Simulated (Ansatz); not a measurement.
**CH3ClSi: structure from calculated spectroscopic constants**

These gas-phase data were calculated for one isomer of CH3ClSi at PBE0-D3(BJ)/def2-SVP (harmonic, unscaled wavenumbers; equilibrium rotational constants with average atomic masses):

| Quantity | Value |
| --- | --- |
| rotational constants | 16.26, 4.368, 3.518 GHz |
| all wavenumbers above 1500 cm⁻¹ | 3160, 3132, 3033 |
| dipole moment | 1.84 D (PBE0/def2-TZVPD) |

Candidates:

(1) `C[Si]Cl`, a singlet
(2) `C=[SiH]Cl`, a singlet

Problem. Assign the data to one candidate and say why.

Solution. Candidate (1). No mode falls between 2000 and 2380 cm⁻¹, where the Si–H stretch of (2) would stand.

The same quantities for all candidates:

|  | rotational constants (GHz) | wavenumbers above 1500 cm⁻¹ | dipole (D) | E above the lowest, PBE0-D3(BJ)/def2-SVP (kcal/mol) |
| --- | --- | --- | --- | --- |
| (1) | 16.26, 4.368, 3.518 | 3160, 3132, 3033 | 1.84 | 0.0 |
| (2) | 28.14, 3.838, 3.377 | 3293, 3179, 2316 | 0.89 | 13.0 |

Each candidate is one conformer. Programs: Ansatz 0.2.0.
